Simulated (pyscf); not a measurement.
PySCF, gas phase, ωB97X-D3(BJ)/def2-SVP geometries. Correlated levels are frozen-core, on RHF or UHF. ΔMP2 is the change of the MP2 total energy from the triple- to the quadruple-zeta basis.

**Question.** Estimate by transition-state theory the rate constant of water (H₂O) + HO–PH–SiH: [singlet] → water (H₂O) + cyclic H₃OPSi (SMILES O1[SiH2]P1) (singlet surface; H–O, H–O broken, H–O, O–Si, H–Si formed) at 298 K, with CCSD(T)/def2-TZVPP + ΔMP2(QZVPP) energies (ideal gas, 1 atm, RRHO with modes under 100 cm⁻¹ raised to 100, one conformer, R ln 2 for chiral ones without a mode under 150 cm⁻¹; no tunnelling).

**Answer.** The electronic barrier is 12.1 kcal/mol and the thermal terms add +9.4, so ΔG‡ = 21.5 kcal/mol. With k_BT/h = 6.21e+12 s⁻¹ and RT = 0.592 kcal/mol, and a volume of 4.06e-20 cm³ per molecule at 1 atm, k = 4.5e-23 cm³ molecule⁻¹ s⁻¹. Wigner's tunnelling factor for 1136i cm⁻¹ would be 2.25, likely too low at so high a frequency. A shift of 1 kcal/mol in the barrier changes k by a factor 5.4. On the reactant side the descent ends in an adduct with a O–Si contact, 10.1 kcal/mol under the separated species and 19.4 kcal/mol under the saddle at ωB97X-D3(BJ)/def2-TZVP. On the product side the descent ends in a complex, 5.0 kcal/mol under the separated species and 46.2 kcal/mol under the saddle at ωB97X-D3(BJ)/def2-TZVP. What is counted as formed (O–Si) is already present as a longer contact in the reactant adduct; forming that adduct is a step of its own. At ωB97X-D3(BJ)/def2-TZVP the barrier from the zero used here is 9.4 kcal/mol. This saddle turned up in a search for another step; its sides and bond changes are read from the two ends of the descent. HO–PH–SiH: [singlet] is closed by a dative O–Si contact. HO–PH–SiH: [singlet] lies 37.4 kcal/mol over its isomer HO–SiH=PH (electronic energy, ωB97M-D3(BJ)/def2-TZVP). cyclic H₃OPSi (SMILES O1[SiH2]P1) lies 8.7 kcal/mol over its isomer HO–SiH=PH (electronic energy, ωB97M-D3(BJ)/def2-TZVP). One saddle was located; it need not be the lowest between these sides. The CCSD(T) − MP2 part came from Ansatz, without density fitting, on the same reference.
